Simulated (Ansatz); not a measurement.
**BSiNH+ (triplet): the correlation ladder, def2-QZVPP**

One table from this session's results is given with a row withheld; the runs are named, their logs left out.

Program: Ansatz 0.2.0, Gaussian basis. Level of theory: def2-QZVPP, core rule «outside noble gas», up to 7 orbitals frozen. These are calculated values, not measurements.

The runs, in order: UHF; ROHF; CCSD(T) on UHF.

2 further runs of the same task are left out: 2 set aside as unsound or not needed. Runs told in other sessions of the task aren't counted.

## The system

The geometry is a PBE0/def2-TZVP stationary point (not a proven minimum) of the parent state, kept for this charge and spin.

4 atoms, charge 1, spin multiplicity 3.

Atoms are counted from 1 here; the program's logs count them from 0.

Bond lengths: B1–N2 1.259 Å, N2–Si3 1.712 Å, Si3–H4 1.534 Å. Angles: B1–N2–Si3 171.7°, N2–Si3–H4 96.4°.

The first run:

in.yaml

```yaml
crystal:
  periodic: [false, false, false]
  atoms:
    - {symbol: B, position_ang: [0.000000, 0.016116, 1.931055]}
    - {symbol: N, position_ang: [0.000000, 0.074561, 0.673291]}
    - {symbol: Si, position_ang: [0.000000, -0.093854, -1.030677]}
    - {symbol: H, position_ang: [0.000000, 1.406192, -1.349441]}
basis:
  gaussian: {orbitals: "def2-QZVPP.json"}
total_charge: 1
magnetization: {spin_polarized: true, initial_magnetization: 2}
hamiltonian: {xc: hf}
output: {orbitals: {seedname: orbitals}}
```

On the command line:

```
$ ansatz run in.yaml --threads 1 --pin off --events-out ev --progress --plain --max-ram 2393MiB
```

Steps of the session up to this table: UHF; ROHF; CCSD(T) on UHF.

One table of the session follows, with a row left open; its other results are not shown here.

| method | from UCCSD(T) (kcal/mol) |
| --- | --- |
| ROHF | +240.51 |
| UHF | ? |
| UMP2 | +21.13 |
| UCCSD | +12.51 |
| UCCSD(T) | 0 |

Q: Estimate the row for UHF from the others.

As computed: from UCCSD(T) (kcal/mol): +236.07. In the column «from UCCSD(T) (kcal/mol)» it lies between UMP2 (+21.13) and ROHF (+240.51).
